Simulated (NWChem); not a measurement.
The numbers come from NWChem runs, not from measurements. System: C (+1), charge 1, spin multiplicity 2. Its SCF solution wasn't tested for a lower state. Level: UB3LYP/def2-TZVP, VWN1-RPA local correlation.

The NWChem input:

```
start mol
memory heap 200 mb stack 900 mb global 1100 mb
charge 1
geometry units angstroms nocenter noautoz
  C      0.000000     0.000000     0.000000
  symmetry group D2h
end
basis spherical
  * library def2-tzvp
end
dft
  xc b3lyp
  odft
  mult 2
  semidirect memsize 60000000 filesize 0
  iterations 100
end
task dft energy
```

Output (cleaned and shortened):

```
             Northwest Computational Chemistry Package (NWChem) 7.3.0
             --------------------------------------------------------

                                NWChem Input Module
                                -------------------

 Scaling coordinates for geometry "geometry" by  1.889725989
 (inverse scale =  0.529177249)

                             Geometry "geometry" -> ""
                             -------------------------

 Output coordinates in angstroms (scale by  1.889725989 to convert to a.u.)

  No.       Tag          Charge          X              Y              Z
 ---- ---------------- ---------- -------------- -------------- --------------
    1 C                    6.0000     0.00000000     0.00000000     0.00000000

 Effective nuclear repulsion energy (a.u.)       0.0000000000

            Nuclear Dipole moment (a.u.)
            ----------------------------
        X                 Y               Z
 ---------------- ---------------- ----------------
     0.0000000000     0.0000000000     0.0000000000

      Symmetry information
      --------------------

 Group name             D2h
 Group number             26
 Group order               8
 No. of unique centers     1

      Symmetry unique atoms

     1


 Summary of "ao basis" -> "" (spherical)
 ------------------------------------------------------------------------------
       Tag                 Description            Shells   Functions and Types
 ---------------- ------------------------------  ------  ---------------------
 *                         def2-tzvp                  on all atoms

                                 NWChem DFT Module
                                 -----------------

 Summary of "ao basis" -> "ao basis" (spherical)
 ------------------------------------------------------------------------------
       Tag                 Description            Shells   Functions and Types
 ---------------- ------------------------------  ------  ---------------------
 C                         def2-tzvp                11       31   5s3p2d1f

 Summary of "ao basis" -> "ao basis" (spherical)
[...]
   Bfn.  Coefficient  Atom+Function         Bfn.  Coefficient  Atom+Function
  ----- ------------  ---------------      ----- ------------  ---------------
     6      0.537427  1 C  px                 9      0.464659  1 C  px
    12      0.164933  1 C  px

 Vector    6  Occ=0.000000D+00  E=-1.301831D-01  Symmetry=ag
              MO Center= -2.4D-34,  2.1D-17, -2.6D-34, r^2= 3.9D+00
   Bfn.  Coefficient  Atom+Function         Bfn.  Coefficient  Atom+Function
  ----- ------------  ---------------      ----- ------------  ---------------
     5      1.949133  1 C  s                  4     -1.500176  1 C  s
     3     -0.133344  1 C  s                  2      0.119784  1 C  s
     1      0.057409  1 C  s

                     DFT Final Beta Molecular Orbital Analysis
                     -----------------------------------------

 Vector    1  Occ=1.000000D+00  E=-1.085540D+01  Symmetry=ag
              MO Center= -4.2D-22,  9.0D-22, -3.7D-22, r^2= 2.8D-02
   Bfn.  Coefficient  Atom+Function         Bfn.  Coefficient  Atom+Function
  ----- ------------  ---------------      ----- ------------  ---------------
     2      0.610536  1 C  s                  1      0.467232  1 C  s
     3      0.028702  1 C  s

 Vector    2  Occ=1.000000D+00  E=-9.538922D-01  Symmetry=ag
              MO Center= -3.9D-16,  3.7D-17,  2.4D-17, r^2= 7.4D-01
   Bfn.  Coefficient  Atom+Function         Bfn.  Coefficient  Atom+Function
  ----- ------------  ---------------      ----- ------------  ---------------
     4      0.535777  1 C  s                  3      0.494664  1 C  s
     2     -0.261236  1 C  s                  1     -0.121457  1 C  s
     5      0.094809  1 C  s

 Vector    3  Occ=0.000000D+00  E=-5.628783D-01  Symmetry=b3u
              MO Center=  3.9D-16, -2.9D-32, -2.8D-32, r^2= 8.8D-01
   Bfn.  Coefficient  Atom+Function         Bfn.  Coefficient  Atom+Function
  ----- ------------  ---------------      ----- ------------  ---------------
     6      0.532143  1 C  px                 9      0.459450  1 C  px
    12      0.179507  1 C  px

 Vector    4  Occ=0.000000D+00  E=-5.628783D-01  Symmetry=b1u
              MO Center=  8.6D-33,  4.1D-34, -2.4D-17, r^2= 8.8D-01
   Bfn.  Coefficient  Atom+Function         Bfn.  Coefficient  Atom+Function
  ----- ------------  ---------------      ----- ------------  ---------------
     8      0.532143  1 C  pz                11      0.459450  1 C  pz
    14      0.179507  1 C  pz

 Vector    5  Occ=0.000000D+00  E=-5.024556D-01  Symmetry=b2u
              MO Center=  1.1D-31, -3.7D-17,  2.2D-31, r^2= 9.6D-01
   Bfn.  Coefficient  Atom+Function         Bfn.  Coefficient  Atom+Function
  ----- ------------  ---------------      ----- ------------  ---------------
     7      0.512971  1 C  py                10      0.444902  1 C  py
    13      0.224730  1 C  py

   alpha - beta orbital overlaps
   -----------------------------

   alpha      1      2      3      4      5      6      7      8      9     10
    beta      1      2      5      4      3      6      9      7      8     12
 overlap   1.000  0.999  0.994  1.000  1.000  1.000  0.994  1.000  1.000  1.000

   alpha     11     12     13     14     15     16     17     18     19     20
    beta     13     14     10     11     15     18     16     17     22     21
 overlap   1.000  0.999  1.000  1.000  0.999  0.999  1.000  1.000  1.000  1.000

   alpha     21     22     23     24     25     26     27     28     29     30
    beta     25     23     24     19     20     28     29     30     27     26
 overlap   1.000  1.000  1.000  1.000  1.000  1.000  1.000  0.999  1.000  1.000

   alpha     31
    beta     31
 overlap   1.000

     --------------------------
     Expectation value of S2:
     --------------------------
      <S2> =      0.7523 (Exact =     0.7500)

 Task  times  cpu:        0.3s     wall:        0.3s

 Total times  cpu:        0.4s     wall:        0.4s
```
